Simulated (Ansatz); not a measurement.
System: bcc W. Method: r²SCAN-D4 (PAW; Ansatz, a quantum-chemistry and plane-wave program).

Input:

Ansatz 0.2 input:
```yaml
crystal:
  lattice:
    - [-1.5918954404, 1.5918954404, 1.5918954404]
    - [1.5918954404, -1.5918954404, 1.5918954404]
    - [1.5918954404, 1.5918954404, -1.5918954404]
  atoms:
    - { symbol: W, position: [0.0, 0.0, 0.0] }
basis:
  ecutwfc: 560
  ecutrho_ratio: 4
  xc_grid: 3
kpoints:
  mp_grid: { grid: [24, 24, 24] }
hamiltonian:
  xc: r2scan
  dispersion: d4
  pseudopotentials: { kind: paw }
scf:
  occupations: { method: fermi_dirac, width: 0.05 }
  convergence: { dr2_threshold: 0.0000000001 }
output:
  forces: false
  stress: true
  eigenvalues: true
```

Problem. How many irreducible k-points, plane waves at Γ does the program set up, and what pressure does the run end with?

Solution. 413 irreducible k-points, 459 plane waves at Γ; P = -6.18 GPa, so the cell is stretched on average and its volume would shrink at this level.

Output (set-up and result lines):

```
Crystal: 1 atoms, lattice volume = 16.136 Å³
Basis set: ecut = 560 eV, 459 PW (Γ), exchange–correlation on 72×72×72 points (27 copies of the dense FFT grid, shifted against one another)
Bands: 11, of which v1, the nominal top of the filled ones, is band 7 counted from 1 (6 counted from 0)
Symmetry: 48 space group operations
Space group: Im-3m (ITA 229), of the structure as read, at distance tolerance 2.5e-5 Å
k-points: 413 of 13824
Functional: x = r2scan, c = r2scan; τ floored in thin density (d = 2e-4 eV/Å³)
SCF iter   1: F=—  HF=-10397.499959 eV  |F-HF|=—  |Δ(HF+E_count)|=         —  Δρ=6.45e-3  dr2=1.95e-3  dr2_τ=4.86e-2
SCF iter   2: F=—  HF=-10397.515610 eV  |F-HF|=—  |Δ(HF+E_count)|=   1.57e-2  Δρ=3.74e-3  dr2=4.93e-4  dr2_τ=1.37e-4
  ...
SCF iter   5: F=—  HF=-10397.516220 eV  |F-HF|=—  |Δ(HF+E_count)|=   1.92e-6  Δρ=1.07e-5  dr2=3.24e-9  dr2_τ=2.34e-9
SCF iter   6: F=-10397.516220 eV  HF=-10397.516220 eV  |F-HF|=9.64e-11  |Δ(HF+E_count)|=   5.87e-9  Δρ=8.36e-7  dr2=2.55e-11  dr2_τ=2.03e-11
SCF 1 converged in 6 iterations: F = -10397.516220 eV  dr2 = 2.55e-11
SCF converged after 6 iterations
Free energy (F): -10397.516220 eV
Internal energy: -10397.513607 eV  (E = F + TS)
E sigma→0 (E₀):  -10397.514913 eV
Fermi energy:    22.051714 eV
--- Stress (GPa, compression-positive) ---
       -6.177308      -0.000000      -0.000000
        0.000000      -6.177308       0.000000
       -0.000000      -0.000000      -6.177308
  P = ⅓ Tr σ = -6.1773 GPa (-61.773 kbar)
```

The cell is one volume of an energy–volume scan, off the minimum.

The PAW data were made under PBE.

Cost on a shared machine: about 11 core-seconds (a rough figure).
